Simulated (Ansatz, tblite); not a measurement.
**The cluster FePt2: one state, many levels**

How do method and basis change the picture of the cluster FePt2 (singlet)?

The runs use Ansatz 0.2.0, Gaussian basis; as each input shows.

Plan: GFN1-xTB, GFN2-xTB, PBE-D4/def2-TZVP, r2SCAN-D4/def2-TZVP, r2SCAN0-D4/def2-TZVP, LDA/def2-TZVP, B97M-V/def2-TZVP, BHLYP-D4/def2-TZVP, revPBE-D4/def2-TZVP, PBE+5HF/def2-TZVP, PBE+10HF/def2-TZVP, PBE+15HF/def2-TZVP, PBE+35HF/def2-TZVP, PBE+50HF/def2-TZVP, PBE-D4/def2-SVP, PBE0-D4/def2-SVP, PBE0-D4/def2-TZVPD, PBE-D4/def2-TZVPD, r2SCAN-D4/def2-TZVPD, CCSD(T)/def2-TZVP.

1 further run of the same task is left out (it didn't finish). Runs told in other sessions of the task aren't counted.

## 1. The structure

The geometry is that of the singlet, from an earlier relaxation (PBE0-D4/def2-TZVP). At that level it is the lowest of the isomers that a small search found.

3 atoms, charge 0, spin multiplicity 1.

Bond lengths: Fe1–Pt2 2.315 Å, Fe1–Pt3 2.315 Å, Pt2–Pt3 2.505 Å. Angles: Pt2–Fe1–Pt3 65.5°, Fe1–Pt2–Pt3 57.2°, Fe1–Pt3–Pt2 57.2°.

Pt takes a core potential in the def2 sets. No spin-orbit coupling is included.

PBE0-D4/def2-TZVP was run before; its log isn't repeated, and its numbers join the tables.

## 2. GFN1-xTB

Tight binding, by tblite at 300 K electronic temperature and without a spin-polarisation term:

```python
tblite.interface.Calculator('GFN1-xTB', numbers, positions, charge=0, uhf=0).singlepoint()
```

Energy -321.5603 eV, HOMO -10.56 eV, LUMO -10.03 eV; 0.004 s.

## 3. GFN2-xTB

Tight binding, by tblite at 300 K electronic temperature and without a spin-polarisation term:

```python
tblite.interface.Calculator('GFN2-xTB', numbers, positions, charge=0, uhf=0).singlepoint()
```

Energy -330.3186 eV, HOMO -6.88 eV, LUMO -6.58 eV; 0.008 s.

## 4. PBE-D4/def2-TZVP

start.molden holds the orbitals of an earlier run on this state, given as this run's starting guess.

Input file in.yaml:

```yaml
crystal:
  periodic: [false, false, false]
  atoms:
    - {symbol: Fe, position_ang: [-0.114209, 1.020136, -0.794376]}
    - {symbol: Pt, position_ang: [1.032539, -0.921819, -0.271869]}
    - {symbol: Pt, position_ang: [-0.918331, -0.098317, 1.066245]}
basis:
  gaussian: {orbitals: def2-TZVP, initial_orbitals: start.molden}
hamiltonian: {xc: pbe, dispersion: d4}
scf: {omitted_lower_state_checks: [starts]}
output: {orbitals: {seedname: orbitals}}
```

Run with:

```bash
$ ansatz run in.yaml --threads 4 --pin off --events-out ev --progress --plain --max-ram 3916MiB
```

After this run come: r2SCAN-D4/def2-TZVP; r2SCAN0-D4/def2-TZVP; LDA/def2-TZVP; B97M-V/def2-TZVP; BHLYP-D4/def2-TZVP; revPBE-D4/def2-TZVP; PBE+5HF/def2-TZVP; PBE+10HF/def2-TZVP; PBE+15HF/def2-TZVP; PBE+35HF/def2-TZVP; PBE+50HF/def2-TZVP; PBE-D4/def2-SVP; PBE0-D4/def2-SVP; PBE0-D4/def2-TZVPD; PBE-D4/def2-TZVPD; r2SCAN-D4/def2-TZVPD; CCSD(T)/def2-TZVP.

Before running them: what should the planned runs give, taken together? Wanted: gap in def2-TZVP, named functionals, smallest and largest; gap over the share of exact exchange; correlation energy, CCSD(T)/def2-TZVP; binding an atom, functionals in def2-TZVP; PBE0 total energy, smallest basis above largest.

As calculated:

```
                                                 quantity                                    value
gap in def2-TZVP, named functionals, smallest and largest  0.51 eV (r2SCAN-D4), 4.40 eV (BHLYP-D4)
                     gap over the share of exact exchange          0.48 eV at 0.05, 4.64 eV at 0.5
                    correlation energy, CCSD(T)/def2-TZVP                                -37.43 eV
                binding an atom, functionals in def2-TZVP         0.33 (BHLYP-D4) to 2.38 eV (LDA)
          PBE0 total energy, smallest basis above largest           5.31 eV (def2-SVP, def2-TZVPD)
```

In words: Orbital gaps of the named functionals in def2-TZVP span 0.51 eV (r2SCAN-D4) to 4.40 eV (BHLYP-D4); exact exchange widens it. Raising the share of exact exchange from 0.05 to 0.5 moves the HOMO by -2.09 eV and the LUMO by +2.08 eV. LDA, PBE-D4, revPBE-D4 leave an empty level below a filled one, so this occupation isn't an aufbau state there; left out of the range. Notes on CCSD(T)/def2-TZVP and its Hartree-Fock reference, which MP2 shares: large T1 diagnostic, restricted state is unstable towards broken spin symmetry.
